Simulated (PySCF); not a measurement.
# Name the molecule from its bond curve

A diatomic of charge -1 contains F (the partner may be the same element). Its doublet curve at revPBE in a double-zeta basis (no relativity, PySCF), in eV from the separated fragments:

R (Å), E (eV) and a bar:
```
    1.729     -1.619 ##############################
    1.809     -1.837 ###############
    1.889     -1.966 #######
    1.950     -2.022 ###
    2.010     -2.053 #
    2.070     -2.066 
    2.151     -2.064 
    2.251     -2.045 #
    2.372     -2.011 ####
    2.533     -1.967 #######
```

The fit gives ωe = 284 cm⁻¹ and the rotational constant Bₑ = 0.4020 cm⁻¹.

Question: Which atom is the partner?

Answer: The minimum lies at 2.101 Å, so the reduced mass is 16.8576 u Å² cm⁻¹/(Bₑ·Re²) = 9.500 u. With F at 19.00 u the partner weighs about 19.0 u: F. The molecule is F₂⁻.

The state was picked by a PBE0 search and need not be the measured ground state.
